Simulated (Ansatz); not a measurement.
A run of Ansatz (development build ahead of 0.2.0) on doublet NH₃(+) at this shape:

```csv
atom,x (Å),y (Å),z (Å)
N,-0.0151,0.0489,0.0201
H,-0.5324,0.0558,0.9595
H,0.8829,0.6128,-0.0117
H,-0.2499,-0.7032,-0.6859
```

Its results:

* Converged: yes
* Total energy: -56.07659 hartree
* Spin squared of the determinant: 0.754
* Stability test: minimum

Forces (eV/Å):
```
atom      Fx      Fy      Fz
  N1   0.224  -0.370   1.258
  H2   0.469   0.044  -1.381
  H3  -0.933  -0.533  -0.339
  H4   0.239   0.859   0.462
```

(1) Which input gives this output? Name the method, the orbitals and the basis set, and write the input.

Answers

(1) PBE0 (unrestricted) in def2-SVP.

```yaml
crystal:
  periodic: [false, false, false]
  atoms:
    - { symbol: "N", position_ang: [-0.01508, 0.04886, 0.02014] }
    - { symbol: H, position_ang: [-0.53236, 0.05582, 0.95945] }
    - { symbol: H, position_ang: [0.88289, 0.61282, -0.01167] }
    - { symbol: H, position_ang: [-0.2499, -0.70316, -0.6859] }
basis:
  gaussian: { orbitals: def2-SVP }
total_charge: 1
magnetization:
  spin_polarized: true
  initial_magnetization: 1
hamiltonian:
  xc: pbe0
output:
  forces: true
```
